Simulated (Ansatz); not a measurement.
# CH4Si: the cost of one run

Computed with Ansatz 0.2.0, driven from Python. Level of theory: CCSD(T)/def2-SVP.

### Step 1. Starting point

Bond lengths: C1–Si2 1.867 Å, C1–H3 1.109 Å, Si2–H4 1.471 Å, Si2–H5 1.470 Å, Si2–H6 1.470 Å. Angles: C1–Si2–H4 109.4°, C1–Si2–H5 109.5°, C1–Si2–H6 109.4°, H4–Si2–H5 109.5°, H4–Si2–H6 109.5°, H5–Si2–H6 109.5°, Si2–C1–H3 109.4°.

ch4si.xyz, read by the script:

```xyz
6

C     1.26990   -0.46180   -0.49330
Si   -0.47200    0.00910   -0.01490
H     1.98860    0.05430    0.17570
H    -0.72240   -0.39140    1.37770
H    -1.42550   -0.67460   -0.90120
H    -0.63870    1.46440   -0.14390
```

### Step 2. The script

Contents of ch4si.py:

```python
"""Potential curve of CH4Si along one bond."""

import ansatz as az
import numpy as np

ch4si = az.Crystal.molecule_from_extxyz("ch4si.xyz")

symbols = [site.symbol for site in ch4si.cartesian_sites]
start = np.array([site.position_ang for site in ch4si.cartesian_sites])
axis = (start[2] - start[0]) / np.linalg.norm(start[2] - start[0])
moving = [2]
lengths, energies = [0.976, 1.021, 1.065, 1.109, 1.154, 1.198, 1.242, 1.309], []
for length in lengths:
    xyz = start.copy()
    xyz[moving] += (length - np.linalg.norm(start[2] - start[0])) * axis
    point = az.Crystal.molecule()
    for symbol, place in zip(symbols, xyz):
        point = point.atom(symbol, place.tolist())
    calculation = point.calculation().basis(gaussian="def2-SVP").correlation("ccsd_t").spin("collinear", total=2)
    rep = calculation.run(threads=1).report
    energies.append(rep["free_energy_ev"])
    print(f"r = {length:6.3f} A  E = {energies[-1]:.5f} eV  <S^2> = {abs(rep['mean_field']['state']['spin_squared']):.3f}")

# quartic fit about the minimum
fit = np.polynomial.Polynomial.fit(lengths, np.array(energies) - min(energies), 4).convert()
roots = [r.real for r in fit.deriv().roots() if abs(r.imag) < 1e-9 and fit.deriv(2)(r.real) > 0]
r_e = min(roots, key=lambda r: abs(r - lengths[int(np.argmin(energies))]))
print(f"minimum of the fit at {r_e:.4f} A, force constant {fit.deriv(2)(r_e):.2f} eV/A^2")
```

### Step 3. The input behind the calls

The package turns the script's settings into the engine's input (first run):

```yaml
crystal:
  periodic: [false, false, false]
  atoms:
    - { symbol: C, position_ang: [1.2699, -0.4618, -0.4933] }
    - { symbol: Si, position_ang: [-0.472, 0.0091, -0.0149] }
    - { symbol: H, position_ang: [1.9022616076164338, -0.007699783371585424, 0.0953321350986424] }
    - { symbol: H, position_ang: [-0.7224, -0.3914, 1.3777] }
    - { symbol: H, position_ang: [-1.4255, -0.6746, -0.9012] }
    - { symbol: H, position_ang: [-0.6387, 1.4644, -0.1439] }
basis:
  gaussian:
    orbitals: def2-SVP
magnetization:
  spin_polarized: true
  initial_magnetization: 2.0
correlation:
  method: ccsd_t
```

### Step 4. The run

The run is started by

```bash
> python ch4si.py
```

What time and memory should one allow on 1 thread of Arm Neoverse V1, shared host?

About 15 s, with a peak of 0.22 GiB.
